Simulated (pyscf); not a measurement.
# Rearrangement: H₃C–CH₂–Al=O → cyclic C₂H₅AlO (SMILES [OH][Al]1[CH2][CH2]1)

Gas phase, singlet surface, charge 0. Bonds broken: H3–C5. Bonds formed: Al1–C5, O2–H3. PySCF, gas phase, ωB97X-D3(BJ)/def2-SVP geometries. MP2 and CC: frozen core, UHF for open shells. ΔMP2 is the change of the MP2 total energy from the triple- to the quadruple-zeta basis.

Transition state (Å):

```xyz
9

Al     0.3283    -0.0591    -0.7854
O      1.6056     1.0015    -0.8152
H      0.8852     1.1442     0.2670
C     -1.1403    -0.5739     0.2885
C     -0.3745     0.6128     1.0400
H     -1.1184    -1.5456     0.7992
H     -2.1616    -0.3425    -0.0413
H     -0.0098     0.2777     2.0228
H     -1.0408     1.4780     1.1769
```

One imaginary mode, 1810i cm⁻¹; descent along it reached the two sides named.

| bond | change | reactant side (Å) | saddle | product side |
|---|---|---|---|---|
| H3–C5 | breaks | 1.102 | 1.571 | 4.0 |
| Al1–C5 | forms | 2.9 | 2.068 | 1.899 |
| O2–H3 | forms | 4.4 | 1.308 | 0.960 |

Electronic energies relative to the reactant's lowest minimum found (kcal/mol):

| level | barrier | reaction energy | reverse barrier |
|---|---|---|---|
| ωB97X-D3(BJ)/def2-TZVP | 53.6 | -0.5 | 54.1 |
| PBE/def2-TZVP | 46.2 | +3.8 | 42.4 |
| r²SCAN/def2-TZVP | 47.4 | +0.5 | 46.9 |
| B3LYP-D3(BJ)/def2-TZVP | 53.5 | +3.4 | 50.1 |
| PBE0-D3(BJ)/def2-TZVP | 48.9 | -0.8 | 49.6 |
| M06-2X/def2-TZVP | 50.4 | -3.7 | 54.1 |
| ωB97M-D3(BJ)/def2-TZVP | 53.0 | +0.3 | 52.7 |
| HF/def2-TZVP | 66.0 | -6.2 | 72.2 |
| MP2/def2-QZVPP | 53.0 | +2.6 | 50.4 |
| CCSD/def2-TZVPP | 55.6 | -1.9 | 57.6 |
| CCSD(T)/def2-TZVPP | 53.7 | +0.3 | 53.4 |
| CCSD(T)/def2-TZVPP + ΔMP2(QZVPP) | 53.1 | +0.1 | 53.0 |

With CCSD(T)/def2-TZVPP + ΔMP2(QZVPP) energies and thermal terms (ideal gas, 1 atm, RRHO with modes under 100 cm⁻¹ raised to 100, one conformer, R ln 2 for chiral ones without a mode under 150 cm⁻¹), in kcal/mol:

| T (K) | ΔH‡ | ΔG‡ | ΔH | ΔG |
|---|---|---|---|---|
| 298 | 48.9 | 50.0 | -1.7 | -1.6 |
| 600 | 48.9 | 51.1 | -0.9 | -1.7 |
| 900 | 48.9 | 52.1 | -0.3 | -2.2 |
| 1200 | 48.7 | 53.2 | 0.0 | -2.9 |

At the saddle there is also a short Al–H contact that neither side keeps. This saddle turned up in a search for another step; its sides and bond changes are read from the two ends of the descent. H₃C–CH₂–Al=O lies 22.9 kcal/mol over its isomer H₂C=CH–AlH–OH (electronic energy, ωB97M-D3(BJ)/def2-TZVP). cyclic C₂H₅AlO (SMILES [OH][Al]1[CH2][CH2]1) lies 23.2 kcal/mol over its isomer H₂C=CH–AlH–OH (electronic energy, ωB97M-D3(BJ)/def2-TZVP). This is the saddle that the search found; another between the same sides may lie lower. The CCSD(T) − MP2 part came from Ansatz, without density fitting, on the same reference.
